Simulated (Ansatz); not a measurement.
A run on `O/C=C(\O)F` with other settings.

```yaml
crystal:
  periodic: [false, false, false]
  atoms:
    - {symbol: O, position_ang: [-1.034758, 0.544634, 0.832515]}
    - {symbol: C, position_ang: [0.162063, 0.677403, 0.151806]}
    - {symbol: C, position_ang: [0.679587, -0.421029, -0.385184]}
    - {symbol: O, position_ang: [0.127430, -1.631984, -0.389647]}
    - {symbol: F, position_ang: [1.857245, -0.432192, -0.976281]}
    - {symbol: H, position_ang: [-1.684998, 1.138136, 0.446132]}
    - {symbol: H, position_ang: [0.685439, 1.623722, 0.159144]}
    - {symbol: H, position_ang: [-0.699904, -1.555790, 0.105815]}
basis:
  gaussian: {orbitals: "6-311G**"}
magnetization: {spin_polarized: true, initial_magnetization: 2}
hamiltonian: {xc: {name: BLYP}, dispersion: d3bj}
output: {forces: true}
```

```sh
$ ansatz run in.yaml --threads 2 --pin off --events-out ev --progress --plain --max-ram 4352MiB
```

Output, abridged:

```
Error: <dir> can't be read: No such file or directory (os error 2)
```
